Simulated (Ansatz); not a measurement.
**SiBr, doublet: vertical spin and charge gaps**

Geometry (PBE0/def2-TZVP stationary point for this spin):

```xyz
2

Si    0.0000    0.0000    0.0000
Br    0.0000    0.0000    2.2315
```

Basis cc-pVDZ; Ansatz 0.2.0. Only valence electrons are correlated (noble-gas cores and the filled d shells of p-block atoms frozen). R marks a restricted (for open shells ROHF) determinant, U an unrestricted one. Active spaces: valence = (11e, 8o) chosen from the atoms' valence shells. No spin–orbit coupling is included, and no scalar relativity.

Gaps are energies of the second state less the first, at fixed atoms, for a selection of the levels run; each method lands on the state that its own search finds for that charge and spin.

For open shells CISD is restricted-active-space CI with the open shells as a complete middle space.

Removing an electron, to the triplet: 10.520 eV at UCCSDT(Q).

```tsv
level	gap (eV)	error (meV)
UHF	9.854	-666
UMP2	10.466	-54
CISD	10.425	-95
UCCSD	10.545	25
UCCSD(T)	10.530	10
BCCD(T)	10.535	15
UCCSDT	10.522	2
CASSCF (valence space)	9.635	-885
NEVPT2 (valence space)	10.379	-141
MRCISD (valence space)	10.426	-94
MRCISD+Q (valence space)	10.550	30
MRCISD+Q(relaxed) (valence space)	10.529	9
PBE	10.713	193
r2SCAN	10.734	214
PBE0	10.809	289
B3LYP	10.863	343
wB97M-V	10.899	379
B2PLYP	10.703	183
RPA-PBE	10.589	69
```

Q: PBE gives 2.844 eV for quartet less doublet. Estimate what UCCSDT(Q) gives in cc-pVDZ.

A: UCCSDT(Q) in cc-pVDZ gives 2.724 eV, so against it PBE is off by 0.120 eV, of which a good part can be the reference's own basis and frozen-core error.

```csv
level,gap (eV),error (meV)
UMP2,2.543,-181
BCCD(T),2.722,-2
UCCSDT,2.722,-2
CASSCF (valence space),2.322,-402
NEVPT2 (valence space),2.692,-32
SPW92,3.029,305
B3LYP,3.046,322
wB97M-V,3.183,459
RPA-PBE,2.913,189
```

Q: PBE gives 7.343 eV for removing an electron, to the singlet. Estimate what UCCSDT(Q) gives in cc-pVDZ.

A: UCCSDT(Q) in cc-pVDZ gives 7.088 eV, so against it PBE is off by 0.255 eV, of which a good part can be the reference's own basis and frozen-core error.

| level | gap (eV) | error (meV) |
| --- | --- | --- |
| UHF | 7.210 | 122 |
| UMP2 | 7.118 | 30 |
| CISD | 7.163 | 75 |
| UCCSD | 7.174 | 86 |
| UCCSD(T) | 7.103 | 15 |
| BCCD(T) | 7.102 | 14 |
| UCCSDT | 7.096 | 8 |
| CASSCF (valence space) | 6.387 | -701 |
| NEVPT2 (valence space) | 6.947 | -141 |
| MRCISD (valence space) | 6.987 | -101 |
| MRCISD+Q (valence space) | 7.081 | -7 |
| BLYP | 7.107 | 19 |
| r2SCAN | 7.553 | 465 |
| PBE0 | 7.533 | 445 |
| B3LYP | 7.416 | 328 |
| wB97M-V | 7.236 | 148 |
| B2PLYP | 7.256 | 168 |
| RPA-PBE | 7.219 | 131 |

In so small a basis the reference is far from its limit while semilocal and hybrid functionals are nearer theirs (RPA and double hybrids share much of the reference's basis error), so the functionals' errors here hold much of the reference's basis and frozen-core error, which can add to them or hide them.

Full CI isn't at hand for all of this; UCCSDT(Q) serves as the reference, and is uncertain by about the last step of the cluster series. The frozen core follows each run's orbitals, which can shift R against U totals by a few meV for light atoms and by up to 0.1 eV past Ca.
